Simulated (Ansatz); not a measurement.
C₃H₆FNO (`CC(F)C(=N)O`), relaxed with RKS PBE-D4/def2-SVP in Ansatz from a rough embedded geometry. The force threshold is 0.03 eV/Å; the program also tests the step.

The species carries charge 0 and has multiplicity 1.

Start:

```xyz
12

C     0.868    1.079    0.378
C    -0.384    0.611   -0.218
F    -0.499    1.145   -1.464
C    -0.472   -0.884   -0.212
N    -0.900   -1.669    0.691
O     0.197   -1.475   -1.263
H     1.738    0.815   -0.253
H     0.877    2.238    0.393
H     1.062    0.752    1.335
H    -1.241    0.961    0.355
H    -1.325   -1.124    1.401
H     0.079   -2.448   -1.143
```

| step | energy (eV) | largest force (eV/Å) | largest move (Å) |
| --- | --- | --- | --- |
| 1 | -9444.6109 | 3.695 | 0.000 |
| 2 | -9444.9456 | 1.277 | 0.063 |
| 3 | -9444.9943 | 0.389 | 0.043 |
| 4 | -9444.9983 | 0.149 | 0.105 |
| 5 | -9445.0038 | 0.094 | 0.058 |
| 6 | -9445.0046 | 0.047 | 0.019 |
| 7 | -9445.0061 | 0.086 | 0.054 |
| 8 | -9445.0076 | 0.164 | 0.105 |
| 9 | -9445.0086 | 0.120 | 0.025 |
| 10 | -9445.0100 | 0.069 | 0.069 |
| 11 | -9445.0103 | 0.069 | 0.032 |
| 12 (rejected) | -9445.0103 | 0.114 | 0.056 |
| 13 | -9445.0106 | 0.048 | 0.027 |
| 14 | -9445.0106 | 0.033 | 0.020 |
| 15 | -9445.0107 | 0.013 | 0.002 |

End:

```xyz
12

C     0.969    1.135    0.285
C    -0.399    0.607   -0.117
F    -0.731    1.111   -1.374
C    -0.440   -0.916   -0.167
N    -1.122   -1.711    0.568
O     0.398   -1.405   -1.107
H     1.731    0.777   -0.434
H     0.961    2.242    0.284
H     1.242    0.781    1.299
H    -1.182    0.943    0.600
H    -1.722   -1.184    1.219
H     0.295   -2.381   -1.056
```

It took 21 s on 4 threads of an Arm Neoverse V1 on a shared host, with 0.16 GiB of host memory at the peak.
